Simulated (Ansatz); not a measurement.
**BH₄O (doublet): the correlation ladder at distance B1–H4 along a hydrogen transfer = 1.194 Å, cc-pVDZ**

Aim: climb from Hartree-Fock through coupled cluster and multireference methods for BH₄O (doublet) at one geometry and basis, and see what each rung misses.

Computed with Ansatz 0.2.0, Gaussian basis. Level: cc-pVDZ, core rule «outside noble gas», up to 2 orbitals frozen.

The runs, in order: UHF; CCSD(T) on ROHF; CCSD(T) on UHF; BCCD(T) on ROHF; CISD; CCSDT(Q) on ROHF; CCSDT(Q) on UHF; CASSCF and MRCISD+Q, 3 electrons in 3 orbitals; CASSCF and NEVPT2, 3 electrons in 3 orbitals.

11 further runs of the same task are left out: 4 for a mislabelled method, 6 that didn't finish, 1 set aside as unsound or not needed.

## 1. The geometry

The geometry derives from fragments relaxed apart (PBE0/def2-TZVP) and kept rigid, so it is no stationary point. A hydrogen atom is moved between rigid fragments.

6 atoms, charge 0, spin multiplicity 2.

Atoms are counted from 1 here; the program's logs count them from 0.

Bond lengths: B1–H2 1.193 Å, B1–H3 1.193 Å, B1–H4 1.193 Å, O5–H6 0.973 Å. Angles: H2–B1–H3 120.0°, H2–B1–H4 120.0°, H3–B1–H4 120.0°.

## 2. UHF

in.yaml reads:

```yaml
crystal:
  periodic: [false, false, false]
  atoms:
    - {symbol: B, position_ang: [-1.569885, 0.030718, 0.000000]}
    - {symbol: H, position_ang: [-2.166618, 1.064290, 0.000000]}
    - {symbol: H, position_ang: [-2.166619, -1.002853, 0.000000]}
    - {symbol: H, position_ang: [-0.376420, 0.030718, 0.000000]}
    - {symbol: O, position_ang: [1.262115, 0.030718, 0.000000]}
    - {symbol: H, position_ang: [1.513974, -0.909232, 0.000000]}
basis:
  gaussian: {orbitals: cc-pVDZ}
magnetization: {spin_polarized: true, initial_magnetization: 1}
hamiltonian: {xc: hf}
output: {orbitals: {seedname: orbitals}}
```

On the command line:

```console
ansatz run in.yaml --threads 1 --pin off --events-out ev --progress --plain --max-ram 2393MiB
```

Further steps of the session: CCSD(T) on ROHF; CCSD(T) on UHF; BCCD(T) on ROHF; CISD; CCSDT(Q) on ROHF; CCSDT(Q) on UHF; CASSCF and MRCISD+Q, 3 electrons in 3 orbitals; CASSCF and NEVPT2, 3 electrons in 3 orbitals.

**Question.** What will the summary of the whole plan be? Wanted: UCCSDT(Q) below the RHF energy; RMP2 from UCCSDT(Q); UMP2 from UCCSDT(Q); RCCSD from UCCSDT(Q); RCCSD(T) from UCCSDT(Q); UCCSD(T) from UCCSDT(Q); RCCSDT(Q) from UCCSDT(Q); NEVPT2 pair from UCCSDT(Q); MRCISD+Q pair from UCCSDT(Q).

As calculated:

```
                         quantity                                                   value
   UCCSDT(Q) below the RHF energy                                              -8.1188 eV
              RMP2 from UCCSDT(Q)                                         +27.71 kcal/mol
              UMP2 from UCCSDT(Q)                                         +27.71 kcal/mol
             RCCSD from UCCSDT(Q)                                          +3.37 kcal/mol
          RCCSD(T) from UCCSDT(Q)                                          +0.67 kcal/mol
          UCCSD(T) from UCCSDT(Q)                                          +0.66 kcal/mol
         RCCSDT(Q) from UCCSDT(Q)                                          +0.02 kcal/mol
       NEVPT2 pair from UCCSDT(Q)                                         +26.33 kcal/mol
     MRCISD+Q pair from UCCSDT(Q)                                          +1.18 kcal/mol
levels within 1 kcal/mol (43 meV)  RCCSD(T), UCCSD(T), BCCD(T), RCCSDT, UCCSDT, RCCSDT(Q)
                    T1 diagnostic                                                   0.019
```

What this shows: RCCSD(T) lands +0.67 kcal/mol from the yardstick (0.4 % of the correlation energy). Of the multireference levels listed MRCISD+Q pair comes nearest in total energy (+1.18 kcal/mol), which doesn't show that its space is the better one. These misses are within one basis, not against nature; the frozen cores of restricted and unrestricted runs differ, which can shift their rows.
